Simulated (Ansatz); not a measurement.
Job for Ansatz (a quantum-chemistry and plane-wave program): R-CCSD(T)/aug-cc-pVDZ on C6H8O (a complex).

Ansatz 0.2 input:
```yaml
crystal:
  periodic: [false, false, false]
  atoms:
    - {symbol: C, position_ang: [1.03761269, -0.58106358, -1.20755700]}
    - {symbol: H, position_ang: [1.15365769, -1.10878858, -2.14414500]}
    - {symbol: C, position_ang: [0.73540869, 0.77984542, -1.20789500]}
    - {symbol: H, position_ang: [0.61442969, 1.30701942, -2.14405400]}
    - {symbol: C, position_ang: [0.58475469, 1.46071942, 0.00000000]}
    - {symbol: H, position_ang: [0.34893069, 2.51599042, 0.00000000]}
    - {symbol: C, position_ang: [0.73540869, 0.77984542, 1.20789500]}
    - {symbol: H, position_ang: [0.61442969, 1.30701942, 2.14405400]}
    - {symbol: C, position_ang: [1.03761269, -0.58106358, 1.20755700]}
    - {symbol: H, position_ang: [1.15365769, -1.10878858, 2.14414500]}
    - {symbol: C, position_ang: [1.18911369, -1.26112958, 0.00000000]}
    - {symbol: H, position_ang: [1.42595169, -2.31636258, 0.00000000]}
    - {symbol: O, position_ang: [-3.90059331, -0.39915358, 0.00000000]}
    - {symbol: H, position_ang: [-3.73578931, -1.34387458, 0.00000000]}
    - {symbol: H, position_ang: [-3.01329231, -0.02756258, 0.00000000]}
basis:
  gaussian:
    orbitals: aug-cc-pVDZ
magnetization: {spin_polarized: false}
correlation: {method: ccsd_t, electrons: outside_noble_gas}
scf: {lower_state_search: off}
```

The log:

```
WARN ansatz: RAYON_NUM_THREADS=6 ignored (pool sized by the plan → 6); use --threads N
Functional definition: HF
these checks for a lower state are left out or cut short: stability, starts, cluster_reference, orbital_swaps, neighbouring_geometries, increment
integrals: 1.58 GiB planned
2323 factors; integrals over basis functions are off by at most 7.7e-4 eV
mean field: 1.05 GiB planned
mean field evaluation 1: about -8341.2571 eV, gradient 5.1e1 eV
mean field evaluation 2: about -8341.2567 eV, gradient 5.1e1 eV
mean field evaluation 4: about -8347.6010 eV, gradient 4.7e0 eV
mean field evaluation 8: about -8347.6669 eV, gradient 1.5e-4 eV
mean field -8347.66692273 eV, -306.7711011586 hartree, gradient 1.6e-6 eV, S^2 0.000000; 0 other end points of the search recorded, 0 dependent functions left out
7 core orbitals not correlated
reference -8347.66692273 eV, -306.7711011586 hartree; 19, 19 occupied and 207, 207 virtual orbitals, 2323 factors
second order -28.04526740 eV of doubles, -0.00000000 eV of singles
coupled cluster: 3.83 GiB planned
cycle   1  -28.32352321 eV  change   -2.8e-1 eV  update   1.2e-1
cycle   2  -29.06432663 eV  change   -7.4e-1 eV  update   3.7e-2
cycle   3  -29.23351050 eV  change   -1.7e-1 eV  update   1.6e-2
cycle   4  -29.23033508 eV  change    3.2e-3 eV  update   4.5e-3
cycle   5  -29.23270002 eV  change   -2.4e-3 eV  update   1.6e-3
cycle   6  -29.23284918 eV  change   -1.5e-4 eV  update   4.1e-4
cycle   7  -29.23269003 eV  change    1.6e-4 eV  update   1.3e-4
cycle   8  -29.23269357 eV  change   -3.5e-6 eV  update   3.6e-5
perturbative correction -1.23010889 eV, -0.0452056681 hartree
Total energy: -8378.12972520 eV, -307.8905885008 hartree
Checks for a lower state left out: stability, starts, cluster_reference, orbital_swaps, neighbouring_geometries, increment
```

The calculation finished and met its thresholds.

Cost: very roughly 4 core-minutes.
